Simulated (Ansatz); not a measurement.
# Borazine (B3N3H6): small, medium and large basis sets

Aim: see how fast density functionals converge with the basis set for borazine (B3N3H6).

Computed with Ansatz 0.2.0, Gaussian basis. Level: one geometry, several basis sets.

Plan: PBE0-D4/def2-SVP; ωB97M-V/def2-SVP; PBE0-D4/def2-QZVPP; ωB97M-V/def2-QZVPP; the functionals' def2-TZVPP values are taken from earlier runs.

## 1. Structure used throughout

The geometry comes from an earlier relaxation with PBE0-D4 in a triple-zeta def2 set; it is a stationary point, not always the lowest conformer.

SMILES `B1NBNBN1`, 12 atoms, charge 0, spin multiplicity 1.

Atoms are counted from 1 here; the program's logs count them from 0.

Bond lengths: B1–N2 1.425 Å, B1–N6 1.425 Å, B1–H7 1.197 Å, N2–B3 1.425 Å, N2–H8 1.006 Å, B3–N4 1.425 Å, B3–H9 1.197 Å, N4–B5 1.425 Å, N4–H10 1.006 Å, B5–N6 1.425 Å, B5–H11 1.197 Å, N6–H12 1.006 Å. Angles: N2–B1–N6 117.1°, N2–B1–H7 121.4°, N6–B1–H7 121.4°, B1–N2–B3 122.9°, B1–N2–H8 118.6°, B3–N2–H8 118.6°, N2–B3–N4 117.1°, N2–B3–H9 121.4°, N4–B3–H9 121.4°, B3–N4–B5 122.9°, B3–N4–H10 118.6°, B5–N4–H10 118.6°, N4–B5–N6 117.1°, N4–B5–H11 121.4°, N6–B5–H11 121.4°, B1–N6–B5 122.9°, B1–N6–H12 118.6°, B5–N6–H12 118.6°.

Geometry (Å):

```xyz
12
B3H6N3
B    -0.7256   -1.2232    0.2536
N     0.5242   -0.9566    0.8833
B     1.2651    0.2386    0.6555
N     0.7050    1.1885   -0.2464
B    -0.5395    0.9846   -0.9092
N    -1.2292   -0.2318   -0.6368
H    -1.3269   -2.2370    0.4638
H     0.8998   -1.6422    1.5164
H     2.3136    0.4363    1.1987
H     1.2102    2.0402   -0.4231
H    -0.9866    1.8006   -1.6626
H    -2.1101   -0.3980   -1.0933
```

## 2. PBE0-D4 in def2-SVP

Contents of in.yaml:

```yaml
crystal:
  periodic: [false, false, false]
  atoms:
    - {symbol: B, position_ang: [-0.725589, -1.223232, 0.253643]}
    - {symbol: N, position_ang: [0.524172, -0.956613, 0.883313]}
    - {symbol: B, position_ang: [1.265111, 0.238618, 0.655503]}
    - {symbol: N, position_ang: [0.704958, 1.188451, -0.246434]}
    - {symbol: B, position_ang: [-0.539519, 0.984618, -0.909151]}
    - {symbol: N, position_ang: [-1.229157, -0.231814, -0.636832]}
    - {symbol: H, position_ang: [-1.326893, -2.236959, 0.463839]}
    - {symbol: H, position_ang: [0.899845, -1.642237, 1.516363]}
    - {symbol: H, position_ang: [2.313564, 0.436334, 1.198685]}
    - {symbol: H, position_ang: [1.210211, 2.040203, -0.423075]}
    - {symbol: H, position_ang: [-0.986623, 1.800589, -1.662597]}
    - {symbol: H, position_ang: [-2.110080, -0.397958, -1.093267]}
basis:
  gaussian: {orbitals: def2-SVP}
hamiltonian: {xc: pbe0, dispersion: d4}
output: {orbitals: {seedname: orbitals}}
```

Launch:

```bash
ansatz run in.yaml --threads 4 --pin off --events-out ev --progress --plain --max-ram 10444MiB
```

The runs that follow: ωB97M-V in def2-SVP; PBE0-D4 in def2-QZVPP; ωB97M-V in def2-QZVPP.

Before running them: what should the planned runs give, taken together? Wanted: PBE0-D4: double and triple zeta above quadruple; ωB97M-V: double and triple zeta above quadruple.

As calculated:

| quantity | value |
| --- | --- |
| PBE0-D4: double and triple zeta above quadruple | 7.56, 0.39 eV |
| ωB97M-V: double and triple zeta above quadruple | 7.80, 0.36 eV |

**Reading.** For PBE0-D4 the step from double to triple zeta gains 7.17 eV and the next only 0.39 eV. These are total energies; as a rule much of such shifts cancels in differences, which this series doesn't test. The LUMO of ωB97M-V is positive and keeps falling with the basis (2.64 to 1.55 eV): an unbound level that the basis holds in place.
